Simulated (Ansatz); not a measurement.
`C/N=C(/C)Cl` + H₂O → `C/N=C(/O)Cl` + CH₄ at 298.15 K and 1 bar (formal hydrolysis of a C–C bond).

Calculated with Ansatz (gas phase, PBE0-D4/def2-TZVP geometries, no zero-point term in ΔE). CCSD(T)/CBS is the MP2 limit (def2-TZVPP, def2-QZVPP) plus CCSD(T) − MP2 in def2-TZVPP, frozen cores. This one scheme is used for every species. Double bonds are as drawn, so ΔE can hold a change between cis and trans. One conformer a species, not always the lowest.

```csv
species,CCSD(T)/CBS energy (Eh),H − E (kJ/mol),S (J/(mol·K))
`C/N=C(/C)Cl`,-632.23577,248.9,330.4
H₂O,-76.37941,66.4,188.7
`C/N=C(/O)Cl`,-668.14725,188.0,318.5
CH₄,-40.46206,127.4,186.2
```

H − E and S are ideal-gas, rigid-rotor, harmonic terms from PBE0-D4/def2-TZVP, for one conformer and one mirror image of each species. 1 Eh = 2625.50 kJ/mol, R = 8.31446 J/(mol·K).

Question: By hand: ΔE, ΔH, ΔS and ΔG.

Answer: ΔE = (-668.14725) + (-40.46206) − (-632.23577) − (-76.37941) = 0.00587 Eh = 15.4 kJ/mol. Δ(H − E) = 188.0 + 127.4 − 248.9 − 66.4 = 0.1, so ΔH = 15.5 kJ/mol. ΔS = 318.5 + 186.2 − 330.4 − 188.7 = -14.4 J/(mol·K). ΔG = 15.5 − 298.15 × (-14.4)/1000 = 19.8 kJ/mol.

Question: By hand: the equilibrium constant, and the temperature at which ΔG would vanish if ΔH and ΔS stayed fixed.

Answer: log₁₀ K = −ΔG/(RT ln 10) = -3.5. ΔH and −TΔS have one sign here, so there is no such temperature.

The number of gas molecules stays the same, so ΔS is small and ΔH decides. A doubt of 5 kJ/mol in ΔE shifts log₁₀ K by 0.9 here. Other conformers and mirror images would add mixing entropy, several J/(mol·K) or more a flexible species. These are equilibria of isolated gas molecules and say nothing of rates. Largest T1 diagnostic: 0.013 (customary marks: 0.02 for closed shells, 0.045 for open ones).
